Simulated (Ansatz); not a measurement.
Geometry optimisation, RKS PBE/def2-SVP in Ansatz 0.2.0.

Input:

```yaml
crystal:
  periodic: [false, false, false]
  atoms:
    - { symbol: B, position_ang: [0.204674, 0.072573, -0.079721] }
    - { symbol: Cl, position_ang: [0.509679, -0.418388, 1.652001] }
    - { symbol: H, position_ang: [1.15902, 0.46272, -0.684592] }
    - { symbol: "N", position_ang: [-1.078039, -0.017709, -0.610225] }
    - { symbol: H, position_ang: [-1.883854, -0.350061, -0.07854] }
    - { symbol: H, position_ang: [-1.28958, 0.250865, -1.571923] }
basis:
  gaussian: { orbitals: def2-SVP }
hamiltonian:
  xc: pbe
relax:
  f_tol: 0.03
  max_steps: 50
```

Command:

```bash
$ ansatz run input.yaml --threads 1 --pin off --max-ram 2048MiB --backend cpu --events-out ev --progress --plain --runs-dir out
```

**Question.** Where does it end, and by what steps?

**Answer.** It converged. After 4 steps the energy has fallen by 0.028 eV; H3 moved furthest, 0.03 Å.

| step | energy less start (eV) | largest force component (eV/Å) | accepted |
| --- | --- | --- | --- |
| 0 | 0.0000 | 1.085 | yes |
| 1 | -0.0191 | 0.643 | yes |
| 2 | -0.0256 | 0.182 | yes |
| 3 | -0.0262 | 0.159 | yes |
| 4 | -0.0276 | 0.010 | yes |

```xyz
6
Properties=species:S:1:pos:R:3
B 0.211 0.068 -0.055
Cl 0.487 -0.419 1.635
H 1.148 0.469 -0.713
N -1.070 -0.018 -0.601
H -1.880 -0.351 -0.075
H -1.273 0.251 -1.564
```

Whether the end is a true minimum wasn't checked by a vibrational analysis.

Time of the run: 2.5 s on 1 thread of AMD EPYC 9R45 96-Core Processor (Zen 5) (shared host), peak memory 0.14 GiB.
